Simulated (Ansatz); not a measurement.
**Co3Br: from a trial structure to a relaxed crystal**

Level of theory: DFT PBE, scalar-relativistic, plane waves, PAW (Ansatz 0.2.0). Cutoff 420 eV, Γ-centred k mesh, Gaussian smearing, collinear spin, first started from parallel moments.

The start puts Co3Br on the Ni3Sn (D0_19) structure type (P6_3/mmc, No. 194), with Br in place of Sn, Co in place of Ni, at a guessed volume.

```yaml
crystal:
  lattice:
    - [5.58662, 0.00000, 0.00000]
    - [-2.79331, 4.83815, 0.00000]
    - [0.00000, 0.00000, 4.48412]
  atoms:
    - { symbol: Co, position: [0.83300, 0.66600, 0.25000] }
    - { symbol: Co, position: [0.16700, 0.83300, 0.75000] }
    - { symbol: Co, position: [0.33400, 0.16700, 0.25000] }
    - { symbol: Co, position: [0.16700, 0.33400, 0.75000] }
    - { symbol: Co, position: [0.83300, 0.16700, 0.25000] }
    - { symbol: Co, position: [0.66600, 0.83300, 0.75000] }
    - { symbol: Br, position: [0.33333, 0.66667, 0.25000] }
    - { symbol: Br, position: [0.66667, 0.33333, 0.75000] }
```

Cell and atoms relax at zero pressure; the relaxation can't lower the symmetry of the start. After a coarse first stage the cell is made exact in the group found at 0.06 Å.

Energies over the elements count from the elements' standard structures at the same level, with no empirical corrections.

Problem. Describe the relaxed structure.

Solution. It keeps P6_3/mmc (No. 194), but not the shape of the type it started on. Conventional cell: a = 6.384 Å, c = 3.793 Å. Around Co lie 6 Co at 2.36–2.44 Å; Br has 6 Co at 2.96 Å and 6 Co at 3.22 Å.

```cif
data_structure
_symmetry_space_group_name_H-M 'P6_3/mmc'
_symmetry_Int_Tables_number 194
_cell_length_a 6.3843
_cell_length_b 6.3843
_cell_length_c 3.7931
_cell_angle_alpha 90.000
_cell_angle_beta 90.000
_cell_angle_gamma 120.000
_cell_volume 133.89
loop_
_atom_site_label
_atom_site_type_symbol
_atom_site_symmetry_multiplicity
_atom_site_Wyckoff_symbol
_atom_site_fract_x
_atom_site_fract_y
_atom_site_fract_z
_atom_site_occupancy
Co1 Co 6 h 0.87265 0.74530 0.25000 1
Br1 Br 2 c 0.33333 0.66667 0.25000 1
```

Problem. What are its volume, energy, gap and moment?

Solution. The volume per atom is 16.74 Å³ and the density is 6.37 g/cm³. The energy over the elements is 0.66 eV/atom. The gap on the 6×6×10 mesh is 0 eV (a metal) and the net moment per atom is 1.40 μB. The largest site moment is 1.86 μB.

The final run used a 6×6×10 mesh on its 8-atom cell and 0.10 eV smearing. The k mesh leaves about 4 meV/atom of noise in metals. Symmetry constrained the relaxation, so the result can be a saddle point. The steps took of the order of 18 core-minutes in all.